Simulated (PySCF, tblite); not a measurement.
# C3H4N radical: geometry, infrared bands and EPR parameters

Aim: predict the infrared bands and EPR parameters of C3H4N radical (`C=CC=[N]`).

The runs use tblite 0.8.0 and PySCF 2.14.0, with density-fitted response routines of our own; the level of theory stands in each step. All values are computed, except where a source is named. Atoms are numbered from 0 throughout.

**1. The starting structure**

8 atoms, charge 0, multiplicity 2; geometry from: force field or distance geometry start.

Bonds of the start (Å): C0–C1 1.32, C1–C2 1.47, C2–N3 1.30, C0–H4 1.11, C0–H5 1.07, C1–H6 1.07, C2–H7 1.08.

**2. Optimising the geometry with GFN2-xTB**

Job settings and geometry (Å):

```
{"job": {"kind": "relax", "xc": "GFN2-xTB", "basis": "xTB"}, "charge": 0, "multiplicity": 2}
C     -1.188400    -0.350800    -0.014600
C     -0.138300     0.443500    -0.139100
C      1.238000    -0.022400     0.113200
N      2.218700     0.823400    -0.033200
H     -2.199700     0.065000    -0.202800
H     -1.092500    -1.381000     0.266000
H     -0.280000     1.468500    -0.417100
H      1.451200    -1.036800     0.403200
```

The run is started by

```bash
$ OMP_NUM_THREADS=1 python probes_run.py task.json out
```

This one command runs all jobs of the session in turn.

The program printed:

```text
step      E/eV     max force
  0    -305.51318    4.938
  1    -305.60561    4.948
  2    -305.73022    0.997
  3    -305.74281    0.411
  4    -305.75401    0.559
  5    -305.76273    0.648
  6    -305.76944    0.346
  7    -305.77156    0.149
  8    -305.77308    0.160
  9    -305.77424    0.194
 10    -305.77545    0.161
 11    -305.77697    0.168
 12    -305.77874    0.257
 13    -305.78029    0.212
 14    -305.78118    0.096
 15    -305.78170    0.076
 16    -305.78209    0.078
 17    -305.78229    0.058
 18    -305.78238    0.027
 19    -305.78245    0.029
 20    -305.78252    0.054
 21    -305.78257    0.050
 22    -305.78260    0.021
 23    -305.78261    0.005
```

Wall time 0.05 s (1 thread of Arm Neoverse V2, shared host).

Relaxation path:

```csv
step,energy from step 0 (eV),largest force (eV/Å)
0,0.0000,4.9377
1,-0.0924,4.9477
2,-0.2170,0.9966
3,-0.2296,0.4106
4,-0.2408,0.5589
5,-0.2495,0.6476
6,-0.2563,0.3459
7,-0.2584,0.1490
8,-0.2599,0.1599
9,-0.2611,0.1937
10,-0.2623,0.1609
11,-0.2638,0.1679
12,-0.2656,0.2568
13,-0.2671,0.2121
14,-0.2680,0.0958
15,-0.2685,0.0765
16,-0.2689,0.0776
17,-0.2691,0.0579
18,-0.2692,0.0275
19,-0.2693,0.0287
20,-0.2693,0.0541
21,-0.2694,0.0498
22,-0.2694,0.0215
23,-0.2694,0.0054
```

Distances of close pairs at the start and the end, largest changes first:

```csv
bond,before (Å),after (Å),change (Å)
C2–N3,1.303,1.225,-0.078
C0–H4,1.110,1.077,-0.032
C2–H7,1.076,1.102,+0.025
C1–H6,1.071,1.080,+0.009
C0–H5,1.072,1.078,+0.006
C1–C2,1.475,1.470,-0.005
C0–C1,1.323,1.324,+0.002
```

The next job starts from the end point, and lists it.

**3. Infrared spectrum with GFN2-xTB**

Job settings and geometry (Å):

```
{"job": {"kind": "ir", "xc": "GFN2-xTB", "basis": "xTB"}, "charge": 0, "multiplicity": 2}
C     -1.173281    -0.350459    -0.010690
C     -0.143196     0.471483    -0.140181
C      1.246696     0.051691     0.091289
N      2.255878     0.739581    -0.007686
H     -2.182297    -0.017193    -0.187324
H     -1.053664    -1.383545     0.274180
H     -0.265195     1.506094    -0.425324
H      1.324116    -1.008240     0.381172
```

The program printed:

```text
mode    cm-1     km/mol
  1     121.8     11.90
  2     316.0     10.25
  3     481.4      4.66
  4     559.5      7.32
  5     825.3      1.57
  6     896.3      6.23
  7     905.6      6.07
  8    1004.5     29.75
  9    1055.9      2.20
 10    1168.1      4.20
 11    1251.9      3.85
 12    1394.8      0.79
 13    1655.0      0.27
 14    1787.4      8.97
 15    2765.3      9.72
 16    3086.3      6.24
 17    3095.5     10.96
 18    3124.5     25.62
```

Wall time 0.07 s (1 thread of Arm Neoverse V2, shared host).

The strongest bands and the atoms that carry them (share of the mass-weighted mode):

```csv
cm⁻¹,km/mol,atoms
122,11.9,"N3 26 %, C2 21 %, C1 15 %, H7 13 %"
316,10.2,"N3 26 %, C2 20 %, C1 19 %, C0 11 %"
560,7.3,"H4 30 %, H5 23 %, H7 20 %, C1 16 %"
1004,29.8,"H6 50 %, H5 41 %"
1787,9.0,"C2 50 %, N3 44 %"
2765,9.7,H7 94 %
3096,11.0,"H5 60 %, H4 34 %"
3124,25.6,"H4 57 %, H5 28 %"
```

**4. g tensor and hyperfine couplings: B3LYP/pcH-1**

Settings changed since step 3:

```diff
@@ -1,2 +1,2 @@
-{"job": {"kind": "ir", "xc": "GFN2-xTB", "basis": "xTB"}, "charge": 0, "multiplicity": 2}
+{"job": {"kind": "epr", "basis": "pcH-1"}, "charge": 0, "multiplicity": 2}
 C     -1.173281    -0.350459    -0.010690
```

Level: UKS B3LYP, pcH-1 on C H N, non-relativistic, mean-field spin-orbit, GIAO.

The program printed:

```text
UKS, coarse grid
  cycle   1  E = -171.37013864  |g| = 2.15e-01
  cycle   2  E = -171.36213319  |g| = 2.80e-01
  cycle   3  E = -171.39671876  |g| = 7.80e-02
  cycle   4  E = -171.39895197  |g| = 3.51e-02
  cycle   5  E = -171.39960379  |g| = 9.39e-03
  cycle   6  E = -171.39966276  |g| = 5.88e-03
  cycle   7  E = -171.39969271  |g| = 2.51e-03
  cycle   8  E = -171.39970320  |g| = 1.36e-03
  cycle   9  E = -171.39970938  |g| = 4.19e-04
UKS, final grid
  cycle   1  E = -171.39969148  |g| = 3.75e-04
  cycle   2  E = -171.39969160  |g| = 5.76e-04
  cycle   3  E = -171.39969180  |g| = 1.65e-04
  cycle   4  E = -171.39969191  |g| = 1.26e-04
  cycle   5  E = -171.39969195  |g| = 6.24e-05
  cycle   6  E = -171.39969196  |g| = 1.30e-05
E = -171.39969196 Eh   <S^2> = 0.7614 (exact 0.7500)
g shifts (ppm)      1          2          3
  rmc          -213       -213       -213
  gc             48         -3         12
  oz_so        -652        116       2746
  total        -816        -99       2546
hyperfine (MHz)  atom isotope    a_iso     a_fc   dipolar eigenvalues
    0   13C      -4.15      -4.15     -9.37      2.71      6.66
    1   13C     117.96     117.96    -10.76     -3.89     14.65
    2   13C     -65.73     -65.73    -17.71      0.09     17.62
    3   14N      22.58      22.58    -47.44    -35.54     82.99
    4    1H       8.44       8.44     -1.64     -0.74      2.38
    5    1H       2.80       2.80     -2.56     -2.32      4.88
    6    1H      -7.37      -7.37     -6.68     -2.20      8.88
    7    1H     255.77     255.77     -6.12     -3.27      9.39
```

It took 9.4 s on 1 thread of Arm Neoverse V2, shared host; peak memory 0.47 GiB.

Principal g values 2.00150, 2.00222, 2.00486; g(iso) = 2.00286, against 2.00232 for a free electron.

Hyperfine couplings, nucleus by nucleus at this fixed geometry (no averaging over rotations):

```csv
nuclei,isotope,a(iso) (MHz),"a(iso) (G, at g = 2.0023)",largest dipolar term (MHz)
H7,1H,255.8,91.3,9.4
C1,13C,118.0,42.1,14.6
C2,13C,-65.7,-23.5,-17.7
N3,14N,22.6,8.1,83.0
H4,1H,8.4,3.0,2.4
H6,1H,-7.4,-2.6,8.9
C0,13C,-4.1,-1.5,-9.4
H5,1H,2.8,1.0,4.9
```

Mulliken spin populations:

```csv
atom,value (e)
C0,-0.05
C1,0.11
C2,-0.17
N3,0.97
H4,0.00
H5,0.00
H6,0.00
H7,0.12
```

In first order the couplings over 0.8 MHz of 1H, 14N give 48 distinct lines over 114.0 G.

Orbitals, density, ELF and potential are computed afterwards from the orbital file.

ELF in a plane through or near 8 of the atoms.

Ten even steps from ' ' (0.00) to '@' (1.00):
```
                                                        
                                                        
                                                        
                        ::++++::                        
                      ==@@@@@@@@++                      
        ..::----::    ++@@@@@@@@##                      
      ::==######**..  --@@@@@@@@++    ::++==::          
      ==##@@@@%%##--  ::**@@@@**--..--@@@@@@%%..        
    ..**%%@@@@--++**--****::**++**==%%@@@@@@@@==        
    ..**%%@@##**==##::##@@::..%%**::%%@@@@@@@@==        
    ..++##%%%%####::##--%%++++##--**--%%@@%%##..        
      ::==**++----**####**....++####%%++--....          
        ......  --@@@@@@%%    ##@@@@@@##--              
                ++@@@@@@@@    %%@@@@@@@@++              
                ++@@@@@@%%    ++@@@@@@%%--              
                ..**%%##--      ==####--                
                                                        
                                                        
                                                        
                                                        
```
The map spans 9.9 Å across and 8.4 Å up, centred on the molecule. Atoms in the plane (x, y in Å): C0 (1.2, -0.1), C1 (0.1, 0.5), C2 (-1.2, -0.2), N3 (-2.3, 0.3), H4 (2.2, 0.4), H5 (1.3, -1.2), H6 (0.0, 1.6), H7 (-1.1, -1.3).

log10 of the density (e/Å³) in the same plane.

Ten even steps from '0' (-4.0) to '9' (2.2):
```
0000000000000000000000000000
0000000000000000000000000000
0000000000011111100000000000
0000000001122332211000000000
0000112222233444321110000000
0001233333344555432221100000
0013344444445665543333210000
0123456665456666545544321000
0124567776666786666664421000
0134567877666777676665432000
0123456667976666797654321000
0123345556666556666554321000
0012333456665445666543210000
0001122345665445565432210000
0000012334444334444332100000
0000001223333222333221000000
0000000112222111121110000000
0000000000100000000000000000
0000000000000000000000000000
0000000000000000000000000000
```
The map spans 9.9 Å across and 8.4 Å up, centred on the molecule. Atoms in the plane (x, y in Å): C0 (1.2, -0.1), C1 (0.1, 0.5), C2 (-1.2, -0.2), N3 (-2.3, 0.3), H4 (2.2, 0.4), H5 (1.3, -1.2), H6 (0.0, 1.6), H7 (-1.1, -1.3).

On the surface of density 0.002 e/bohr³ the electrostatic potential runs, from the 1st to the 99th percentile, from -1.67 V near N3 to 1.33 V near H7.

The spin density lies nearest to N3 72 %; H7 9 %; C2 8 % (beta excess); C1 7 %.

**5. Summary of results**

| quantity | value |
| --- | --- |
| strongest single infrared mode (GFN2-xTB) | 1004 cm⁻¹, 30 km/mol |
| zero-point energy (GFN2-xTB) | 36.4 kcal/mol |
| g(iso) (B3LYP) | 2.00286 |
| ⟨S²⟩ | 0.761 (exact 0.75) |
| largest a(iso) | 1H on H7, 255.8 MHz |
| surface potential, 1st and 99th percentile | -1.67 V and 1.33 V |

What this shows: Over 23 steps the energy fell by 0.269 eV; of the close pairs, C2–N3 changed most, 1.303 to 1.225 Å. No mode is imaginary among the 18: a minimum at this level. The strongest single mode, at 1004 cm⁻¹, moves mainly H6 and H5. Unscaled tight-binding wavenumbers are off by several per cent, some by more. Its intensities can rank the bands wrongly. N3 carries the largest spin population, 0.97 e. The isotropic g lies 0.5 ppt above the free-electron value.
